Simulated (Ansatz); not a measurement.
This Ansatz (an electronic-structure program) input (CCSD(T)/cc-pCVDZ) gives -176.82055 Eh with 64 basis functions. A basis named .json is the Basis Set Exchange file of that set (core-valence sets with the plain set on hydrogen).

Ansatz 0.2 input:
```yaml
crystal:
  periodic: [false, false, false]
  atoms:
    - {symbol: C, position_ang: [0.03001831, 0.38890657, 0.00079542]}
    - {symbol: C, position_ang: [1.23978496, -0.08731897, -0.00655119]}
    - {symbol: F, position_ang: [-1.07186953, -0.39122524, 0.00452518]}
    - {symbol: H, position_ang: [-0.22543144, 1.44614772, 0.00468087]}
    - {symbol: H, position_ang: [2.25343763, 0.26535385, -0.01087281]}
basis:
  gaussian:
    orbitals: cc-pCVDZ.json
magnetization: {spin_polarized: true, initial_magnetization: 1}
correlation: {method: ccsd_t, frozen_orbitals: {C: 0, F: 0, H: 0}}
```

Change:
```diff
- orbitals: cc-pCVDZ.json
+ orbitals: cc-pwCVTZ.json
```

What does the run give now?

-177.04121 Eh (CCSD(T)/cc-pwCVTZ, 157 functions), a change of -220.66 mEh.
